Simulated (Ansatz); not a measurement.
Basis-set extrapolation for C₃H₆N₂, SMILES `NC1=NCC1` (PBE0-D4/def2-TZVP geometry, frozen core, the Gaussian-basis code of Ansatz). Multiplicity 1, RHF reference.

|  | def2-TZVPP | def2-QZVPP |
| --- | --- | --- |
| HF | -226.041222 | -226.051680 |
| MP2 correlation | -0.900125 | -0.959932 |
| CCSD(T) correlation | -0.969888 | not run |

Energies in hartree. Use E(X) = E(∞) + A·exp(−7.88·√X) for Hartree–Fock and E(X) = E(∞) + B·X^(−2.97) for correlation, with X = 3 and 4, and add CCSD(T) minus MP2 of the smaller set to the MP2 limit.

Q: What is the CCSD(T) energy at the basis-set limit?

A: HF limit: -226.051680 + (-0.010458) × 0.13774 = -226.05312. MP2 limit: -0.959932 + (-0.059807) × 0.74074 = -1.00423. Higher-order term: -0.969888 − (-0.900125) = -0.06976. Total: -227.12711 hartree, 3.16 eV below CCSD(T)/def2-TZVPP.
